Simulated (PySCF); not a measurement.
## How methods differ on the ionisation energy of Cl

Cl [Ne] 3s2 3p5 (2P) → Cl⁺ [Ne] 3s2 3p4 (3P), as a difference of total energies. All numbers are calculated (PySCF 2.14, no relativity, point nucleus, in dyall-acv3z (19s12p6d4f, 113 functions)). Correlated levels: valence: [Ne] frozen; valence and next inner shell: 1s2 frozen; virtual orbitals above 40 to 60 times the deepest correlated orbital energy dropped. The calculations carry no spin-orbit coupling.

```
                                method  ionisation energy (eV)
                                   UHF                  11.764
                                   LDA                  13.201
                                  PBE0                  12.954
                                r2SCAN                  12.995
                                M06-2X                  12.978
                               LC-wPBE                  13.058
                                  PW91                  13.042
                         MP2 (valence)                  12.770
    MP2 (valence and next inner shell)                  12.792
SCS-MP2 (valence and next inner shell)                  12.789
```

Problem. Estimate what SCS-MP2 (valence) gives.

Solution. 12.772 eV, closest to MP2 (valence) among the rows shown.

Problem. Estimate what PBE gives.

Solution. 12.971 eV, closest to M06-2X among the rows shown.

Errors of the correlated levels include the incompleteness of this basis and the frozen core.

For comparison: 12.974 eV (measured; NIST levels, between the centres of gravity of the two terms).
